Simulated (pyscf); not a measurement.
Thermochemistry of product channels of silylamine (H₂N–SiH₃) on the singlet surface, in eV, from ωB97M-D3(BJ)/def2-TZVP energies (ideal gas, 1 atm, RRHO with modes under 100 cm⁻¹ raised to 100, one conformer, R ln 2 for rigid chiral ones). Optimised with ωB97X-D3(BJ)/def2-SVP in PySCF.

```
products                               ΔE  ΔH(298 K)  ΔG(298 K)  ΔG(1200 K)
----------------------------------  -----  ---------  ---------  ----------
HN=SiH₂ + hydrogen (H₂)             +2.50      +2.28      +1.93       +0.82
H₂N–SiH: [singlet] + hydrogen (H₂)  +1.72      +1.59      +1.25       +0.16
```

These are energies of the channels, which say nothing of barriers.
